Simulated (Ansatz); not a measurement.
Geometry optimisation, RKS PBE/def2-SVP (Ansatz).

input.yaml

```yaml
crystal:
  periodic: [false, false, false]
  atoms:
    - { symbol: Si, position_ang: [-0.413848, -0.110461, -0.388851] }
    - { symbol: Cl, position_ang: [0.073705, 0.854508, 2.767337] }
    - { symbol: H, position_ang: [0.797784, -0.824277, 0.137518] }
    - { symbol: H, position_ang: [-0.181243, 1.36807, -0.428846] }
    - { symbol: H, position_ang: [-0.668665, -0.606569, -1.793951] }
    - { symbol: O, position_ang: [-1.798162, -0.432298, 0.524413] }
    - { symbol: H, position_ang: [-2.380035, -1.117894, 0.153555] }
    - { symbol: H, position_ang: [-1.086536, 0.239222, 2.496524] }
basis:
  gaussian: { orbitals: def2-SVP }
hamiltonian:
  xc: pbe
relax:
  f_tol: 0.03
  max_steps: 50
```

Launched with:

```bash
$ ansatz run input.yaml --threads 1 --pin off --max-ram 2048MiB --backend cpu --events-out ev --progress --plain --runs-dir out
```

Where does it end, and by what steps?

The run converged. After 11 steps the energy has fallen by 0.160 eV; Cl2 moved furthest, 0.68 Å.

```csv
step,energy less start (eV),largest force component (eV/Å),accepted
0,0.0000,0.850,yes
1,-0.0391,1.089,yes
2,-0.0647,1.974,yes
3,-0.1340,0.224,yes
4,-0.1434,0.362,yes
5,-0.1480,0.085,yes
6,-0.1537,0.133,yes
7,-0.1569,0.127,yes
8,-0.1400,1.067,no
9,-0.1583,0.076,yes
10,-0.1595,0.035,yes
11,-0.1597,0.011,yes
```

```xyz
8
Properties=species:S:1:pos:R:3
Si -0.378 -0.121 -0.548
Cl -0.420 0.756 3.217
H 0.799 -0.976 -0.167
H -0.017 1.329 -0.536
H -0.857 -0.537 -1.913
O -1.650 -0.268 0.580
H -2.026 -1.162 0.673
H -1.108 0.349 2.162
```

Whether the end is a true minimum wasn't checked by a vibrational analysis.

Time of the run: 26 s on 1 thread of Arm Neoverse V1, with other jobs on the host, peak memory 0.13 GiB.
